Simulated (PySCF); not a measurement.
**Static response to an electric field**

Species: C6H12.
Geometry (GFN2-xTB, Å), atoms numbered from 1 in this order:
```xyz
18
C6H12 angstrom
C      2.075    0.353   -0.267
C      0.743    0.034    0.396
C     -0.295    1.168    0.259
C     -1.629    0.499   -0.111
C     -1.412   -0.992    0.149
C      0.055   -1.193   -0.211
H      2.531    1.231    0.186
H      1.936    0.546   -1.329
H      2.762   -0.485   -0.158
H      0.922   -0.159    1.459
H     -0.381    1.724    1.192
H      0.011    1.873   -0.515
H     -1.848    0.655   -1.169
H     -2.464    0.898    0.464
H     -1.568   -1.216    1.206
H     -2.082   -1.620   -0.438
H      0.174   -1.182   -1.296
H      0.462   -2.128    0.171
```

Level: wB97X-D/def2-SVPD (PySCF), static field, nuclei fixed, core orbitals frozen in the response. The polarisability tensor in these axes (au):

```
x   75.71  1.12 -0.77
y    1.12 69.32  0.54
z   -0.77  0.54 61.94
```

Diagonalise the tensor; give its mean and Δα, where Δα² is half the sum of the squared differences of the eigenvalues.

Principal values 61.84, 69.18 and 75.93 au; mean 68.99 au = 10.22 Å³ = 11.37 × 10⁻⁴⁰ C²·m²/J; Δα = 12.20 au (18 % of the mean).

What is the dipole moment?

0.11 D at this geometry.

Rayleigh depolarisation ratio (linearly polarised light, static tensor)?

ρ = 3Δα²/(45ᾱ² + 4Δα²) = 446.8/(214162 + 595.8) = 0.00208.

Sum over states: ᾱ = Σ f/ω², ω in Eh. What share falls to these 8 lowest TDDFT singlets (eV, f)? 8.78, 0.0034; 9.00, 0.0179; 9.09, 0.0021; 9.23, 0.0010; 9.43, 0.0240; 9.44, 0.0484; 9.46, 0.0404; 9.59, 0.0163.

They add up to 1.29 au, 1.9 % of the 68.99 au; the largest single term is 0.40 au, from the state at 9.44 eV. Terms in order: 0.03, 0.16, 0.02, 0.01, 0.20, 0.40, 0.33, 0.13 au. Higher excitations give the rest. The strengths listed sum to 0.154.

What molar refraction does this α imply?

Lorentz–Lorenz: R = (4π/3)N_A α = 2.5225 cm³/(mol·Å³) × 10.22 Å³ = 25.8 cm³/mol, in the limit of long wavelengths.

Refractivity n − 1 of an ideal gas of it at 298.15 K and 1 atm, from the electronic α?

N = p/kT = 2.4615 × 10¹⁹ cm⁻³, so n − 1 = 2π × N × 10.22 × 10⁻²⁴ cm³ = 1581 × 10⁻⁶ at long wavelengths, for an ideal gas.

Find the Langevin capture rate constant for NH4+ (18.034 u) meeting this molecule (84.094 u), k = 2.342 × 10⁻⁹ cm³/s × √(α in Å³ / reduced mass in u).

The reduced mass is 14.85 u, so k = 1.94 × 10⁻⁹ cm³/s.

Geometry: GFN2-xTB, one conformer, isolated molecule.

The pairwise dispersion term of wB97X-D wasn't added to the energies; at a given geometry it leaves orbitals and properties as they are.
